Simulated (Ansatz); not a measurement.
```xyz
7

C     0.653   -0.669   -0.902
C     0.000    0.000    0.000
C    -0.653    0.669    0.902
H     1.682   -0.424   -1.147
H     0.190   -1.492   -1.436
H    -1.232    1.549    0.639
H    -0.640    0.367    1.944
```

Charge 0, multiplicity 1.

(1) List the r2SCAN/def2-TZVPP orbital energies in eV (the Gaussian-basis code of Ansatz). (Estimate.)

Answers

(1) Ansatz gave: Occupied: -273.69, -273.20, -273.20, -20.73, -18.36, -13.42, -11.48, -11.32, -11.32, -6.76, -6.76. Lowest empty: -0.43, -0.43, 2.07, 2.78, 4.30, 4.30, 4.79, 5.71.
